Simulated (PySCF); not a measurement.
HF, optimised at HF/6-31G*:

```xyz
2

F      0.0061    -0.3363     0.3078
H     -0.0061     0.3363    -0.3078
```

Computed with PySCF (xtb for GFN2) and rigid-rotor harmonic-oscillator thermochemistry at 1 bar. 6-31G* has spherical d functions here. All species are closed-shell singlets. B3LYP is the form with VWN-RPA correlation.

Task: List the harmonic frequencies (cm⁻¹, unscaled) at this level and at the other levels, each on its own geometry.

Result: 
- HF/6-31G*: 4332
- B3LYP/6-31G*: 3952
- GFN2-xTB: 3762
- PBE/def2-SVP: 3965
- PBE0/def2-TZVP: 4153
